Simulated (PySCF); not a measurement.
Gas-phase reaction: 5 SiO + 4 H2O = 2 SiH + 3 SiO(OH)2

Computed with PySCF (xtb for GFN2) and rigid-rotor harmonic-oscillator thermochemistry at 1 bar. † marks an energy on the PBE0/def2-TZVP geometry and frequencies; other levels use their own. MP2 and CCSD(T) freeze the core. Open shells (unrestricted): SiH (multiplicity 2, electronic degeneracy 4); the rest are closed-shell singlets. GFN2 has no spin-polarisation term. Spin-orbit splitting is ignored; it lowers the true energy and changes the entropy of SiH. B3LYP is the form with VWN-RPA correlation. SiO(OH)2: computed as isolated molecules; such fragments, hydroxides, amides, oligomers or adducts are transient or little studied in the gas. MP2 isn't extrapolated to the basis-set limit; its ΔH°(298 K) is -156.6 kJ in def2-SVP and -233.3 kJ in def2-TZVPP. CCSD(T) isn't extrapolated to the basis-set limit; its ΔH°(298 K) is -134.9 kJ in def2-SVP and -241.6 kJ in def2-TZVPP. The harmonic model lacks anharmonicity and excited electronic states, which grow with temperature; levels with a mode under 35 cm⁻¹ are left out. Internal rotation in SiO(OH)2 is treated as a harmonic vibration of one conformer, which makes the entropy rough. Warning, large T1 diagnostic: SiH, SiO (CCSD(T)/def2-SVP†, CCSD(T)/def2-TZVPP†).

| level | ΔE electronic, kJ | ΔH°(298 K), kJ | ΔS°(298 K), J/K | ΔG°(800 K), kJ |
|---|---|---|---|---|
| B3LYP/def2-TZVP† | -246 | -246 | -541 | 179 |
| CCSD(T)/def2-SVP† | -135 | -135 | -541 | 290 |
| CCSD(T)/def2-TZVPP† | -242 | -242 | -541 | 183 |
| GFN2-xTB | -403 | -403 | -532 | 14 |
| MP2/def2-SVP† | -157 | -157 | -541 | 268 |
| PBE/def2-TZVP† | -242 | -241 | -541 | 184 |
| PBE0/def2-QZVP† | -312 | -311 | -541 | 113 |
| ωB97X-V/def2-TZVP† | -323 | -322 | -541 | 102 |
ΔH° is lowest at GFN2-xTB and highest at CCSD(T)/def2-SVP†. No reference value is set beside these.
